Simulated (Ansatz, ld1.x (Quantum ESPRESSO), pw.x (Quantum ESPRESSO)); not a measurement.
## Br: does the PAW potential hold in the solid?

* Element: Br
* Generator: ld1.x (Quantum ESPRESSO) 7.5
* Type: PAW
* Functional: LDA (PW92)
* Relativity: scalar-relativistic
* Frozen core: [Ar] 3d10
* Valence charge: 7
* Reference configuration: 4s2 4p5
* Partial waves: 4s (bound): rcut 1.20, rcutus 1.50 bohr; 4s channel at 1.45 Ry: rcut 1.20, rcutus 1.50 bohr; 4p (bound): rcut 1.25, rcutus 1.65 bohr; 4p channel at 0.95 Ry: rcut 1.25, rcutus 1.65 bohr; 4d channel at 0.05 Ry: rc 1.95 bohr
* Local potential: the d channel
* Core correction: Bessel-smoothed model core, default radius (core density twice the valence density)
* Augmentation charge: PSQ, inside the norm-conserving radii

Crystal test: sc Br in pw.x 7.5, no spin, 11³ k-points, Fermi–Dirac smearing 0.01 Ry, cutoffs 45/360 Ry. The reference is all-electron LAPW (Ansatz 0.2.0) with the same functional, mesh and smearing; V0 and B0 come from Birch–Murnaghan fits to the pressures at five volumes. Errors are pseudo minus all-electron; Δ is the rms difference of the E(V) curves that follow from these fits, minima aligned, over ±6 % about the mean V0. Mesh and smearing are coarse, so the numbers serve the comparison and aren't converged zero-temperature values; the lattice is a test structure that the element need not adopt.

All-electron: a0 = 2.990 Å (V0 = 26.72 Å³/atom), B0 = 43.7 GPa.

Task: How far does the potential miss the all-electron equation of state?

Result: mean pressure error (GPa): +0.11; a0 (Å): 2.992; a0 error (%): +0.08; B0 error (%): -0.0; Δ (meV/atom): 0.6.

| V (Å³/atom) | P all-electron (GPa) | P pseudo (GPa) |
| --- | --- | --- |
| 25.391 | 2.55 | 2.69 |
| 26.059 | 1.17 | 1.29 |
| 26.727 | -0.01 | 0.10 |
| 27.395 | -1.02 | -0.93 |
| 28.063 | -1.88 | -1.80 |

Task: At the middle volume, how do free energy and pressure move when the wave cutoff is lowered (ecutrho held at 360 Ry)?

Result:

| cutoff (Ry) | shift of F (meV/atom) | shift of P (GPa) |
| --- | --- | --- |
| 20 | +48.6 | -0.58 |
| 27 | +23.2 | -0.29 |
| 36 | +2.9 | -0.15 |

The run at the middle volume (56 k-points, 5 iterations) took about 3 s on one core of a shared host (Intel(R) Xeon(R) 6975P-C, 192 threads, 378 GiB, load 78).
